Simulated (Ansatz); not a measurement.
**Worked example: correlation energy of H$_{2}$Si–GeH, doublet**

Geometry: displaced at random from a stationary point.

```yaml
atoms:
  - { symbol: Si, position_ang: [0.0016, 0.0292, 1.6609] }
  - { symbol: Ge, position_ang: [0.0008, -0.0334, -0.7021] }
  - { symbol: H, position_ang: [0.0487, 1.2400, 2.5362] }
  - { symbol: H, position_ang: [-0.0540, -1.2179, 2.4846] }
  - { symbol: H, position_ang: [-0.0964, 1.5732, -0.7032] }
```

Basis cc-pVDZ; Ansatz 0.2.0. Only valence electrons are correlated (noble-gas cores and the filled d shells of p-block atoms frozen), which leaves 11 electrons in 41 orbitals. Prefix R: restricted or restricted open-shell reference; prefix U: unrestricted. No spin–orbit coupling is included, and no scalar relativity.

Full CI isn't at hand for all of this; UCCSDT(Q) serves as the reference, and is uncertain by about the last step of the cluster series.

Runs differ by some tens of microhartree through their thresholds and, for an open shell, their frozen cores, so steps under 0.03 kcal/mol mean nothing.

```csv
level,total energy (hartree)
UHF,-2365.944794
UMP2,-2366.110538
UCCSD,-2366.151962
UCCSD(T),-2366.158384
UCCSDT,-2366.159804
UCCSDT(Q),-2366.160169
```

Question: What is the correlation energy at UCCSDT(Q), and what share of it do UMP2 and UCCSD recover?

Answer: E(corr) = -2366.160169 − (-2365.944794) = -0.215375 hartree = -5.861 eV. UMP2: -0.165744 / -0.215375 = 76.96 %. UCCSD: -0.207168 / -0.215375 = 96.19 %.

Question: By how many kcal/mol does UCCSD(T) miss UCCSDT(Q) (1 hartree = 627.509 kcal/mol), and which steps make up the rest?

Answer: -2366.158384 − (-2366.160169) = 0.001785 hartree = 1.12 kcal/mol. Steps: UCCSDT − UCCSD(T) = -0.89, UCCSDT(Q) − UCCSDT = -0.23 kcal/mol. Differences between like states or geometries often cancel part of this.
